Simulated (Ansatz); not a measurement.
# BH3OS: up Jacob's ladder to CCSD(T)

An exercise on one series of results from a longer session: the logs are not shown, and one member is left open.

The runs use Ansatz 0.2.0, Gaussian basis; functionals in def2-TZVPP, the program's frozen cores in correlated methods.

Levels to be run: LDA (SPW92), PBE-D4, revPBE-D4, BLYP-D4, r2SCAN-D4, B97M-V, PBE0-D4, B3LYP-D4, r2SCANh-D4, r2SCAN0-D4, HSE06-D4, BHLYP-D4, CAM-B3LYP-D4, LC-ωPBE, ωB97X-V, ωB97M-V, B2PLYP, PBE-QIDH; CCSD(T)/def2-SVP; CCSD(T)/def2-TZVPP; CCSD(T)/def2-QZVPP; extrapolation to the limit; RPA on PBE.

## Structure used throughout

An earlier PBE0-D4 in a triple-zeta def2 set relaxation fixed the geometry.

SMILES `OBS`, 6 atoms, charge 0, spin multiplicity 1.

Atoms are counted from 1 here; the program's logs count them from 0.

Bond lengths: O1–B2 1.351 Å, O1–H4 0.961 Å, B2–S3 1.813 Å, B2–H5 1.193 Å, S3–H6 1.340 Å. Angles: B2–O1–H4 115.3°, O1–B2–S3 121.4°, O1–B2–H5 118.0°, S3–B2–H5 120.6°, B2–S3–H6 96.0°.

The first run:

File in.yaml:

```yaml
crystal:
  periodic: [false, false, false]
  atoms:
    - {symbol: O, position_ang: [-1.104433, -0.090357, -1.001808]}
    - {symbol: B, position_ang: [0.054637, 0.169675, -0.358106]}
    - {symbol: S, position_ang: [0.336897, -0.392492, 1.342095]}
    - {symbol: H, position_ang: [-1.753104, -0.587079, -0.495385]}
    - {symbol: H, position_ang: [0.894345, 0.783624, -0.941867]}
    - {symbol: H, position_ang: [1.571657, 0.116628, 1.455072]}
basis:
  gaussian: {orbitals: def2-TZVPP}
hamiltonian: {xc: lda}
output: {orbitals: {seedname: orbitals}}
```

The run is started by

```console
ansatz run in.yaml --threads 2 --pin off --events-out ev --progress --plain --max-ram 32768MiB --backend cpu
```

Steps of the session up to this table: LDA; PBE-D4 (GGA); revPBE-D4 (GGA); BLYP-D4 (GGA); r2SCAN-D4 (meta-GGA); B97M-V (meta-GGA); B3LYP-D4 (hybrid); r2SCANh-D4 (hybrid); r2SCAN0-D4 (hybrid); HSE06-D4 (hybrid); BHLYP-D4 (hybrid); CAM-B3LYP-D4 (range-separated); LC-ωPBE (range-separated); ωB97X-V (range-separated); ωB97M-V (range-separated); B2PLYP (double hybrid); PBE-QIDH (double hybrid).

One table of the session follows, with a row left open; its other results are not shown here.

It belongs to the step «Orbital energies across the functionals». 

| functional | HOMO (eV) | gap (eV) |
| --- | --- | --- |
| LDA (SPW92) | -6.81 | 5.53 |
| PBE-D4 | -6.67 | 5.64 |
| revPBE-D4 | -6.61 | 5.69 |
| BLYP-D4 | -6.50 | 5.62 |
| r2SCAN-D4 | -6.96 | 6.28 |
| B97M-V | -7.02 | 6.35 |
| PBE0-D4 | ? | ? |
| B3LYP-D4 | -7.64 | 7.37 |
| r2SCANh-D4 | -7.41 | 7.07 |
| r2SCAN0-D4 | -8.09 | 8.25 |
| HSE06-D4 | -7.50 | 7.06 |
| BHLYP-D4 | -8.98 | 9.88 |
| CAM-B3LYP-D4 | -9.22 | 10.25 |
| LC-ωPBE | -10.64 | 12.85 |
| ωB97X-V | -10.26 | 12.40 |
| ωB97M-V | -10.09 | 11.90 |

Estimate the missing values for PBE0-D4.

**Answer.** HOMO (eV): -7.90; gap (eV): 7.85. In the column «HOMO (eV)» it lies between r2SCAN0-D4 (-8.09) and B3LYP-D4 (-7.64).
